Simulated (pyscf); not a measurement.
Single points on ωB97X-D3(BJ)/def2-SVP structures (PySCF, gas phase). Correlated levels are frozen-core, on RHF or UHF. ΔMP2 is the change of the MP2 total energy from the triple- to the quadruple-zeta basis.

Task: PBE/def2-TZVP puts the barrier of O=Sn: [singlet] + H₂S → O=SnH–SH (insertion; singlet surface; H–S broken, S–Sn, H–Sn formed) at 38.7 kcal/mol and the reaction energy at +9.4 kcal/mol, from the separated reactants. What do r²SCAN/def2-TZVP, ωB97M-D3(BJ)/def2-TZVP, CCSD(T)/def2-TZVPP + ΔMP2(QZVPP) give on the same structures?

Result: r²SCAN: ΔE‡ = 40.1 kcal/mol, ΔE = +6.7 kcal/mol; ωB97M-D3(BJ): ΔE‡ = 52.8 kcal/mol, ΔE = +10.9 kcal/mol; CCSD(T): ΔE‡ = 49.9 kcal/mol, ΔE = +11.5 kcal/mol. PBE's barrier lies under all of them, by 1.4 to 14.1 kcal/mol. Its reaction energy lies among theirs. On the reactant side the descent ends in a complex (not fully relaxed), 7.6 kcal/mol under the separated species and 55.0 kcal/mol under the saddle at ωB97X-D3(BJ)/def2-TZVP. On the product side the descent ends in a point that may be a rotor saddle (no frequency run), 1.2 kcal/mol over the lowest minimum found and 43.8 kcal/mol under the saddle at ωB97X-D3(BJ)/def2-TZVP. At ωB97X-D3(BJ)/def2-TZVP the barrier from the zero used here is 47.4 kcal/mol. O=SnH–SH lies 62.1 kcal/mol over its isomer HO–Sn:–SH [singlet] (electronic energy, ωB97M-D3(BJ)/def2-TZVP). This is the saddle that the search found; another between the same sides may lie lower. The CCSD(T) − MP2 part came from Ansatz, without density fitting, on the same reference. The largest closed-shell T1 diagnostic is 0.033, which may signal static correlation. The frozen core leaves the outer d or s,p core shells of the metals and heavy elements correlated in the MP2 and CC values, and def2-TZVPP describes them poorly, which can shift differences by a few kcal/mol. Elements past Kr carry the def2 core potentials, without spin-orbit coupling.
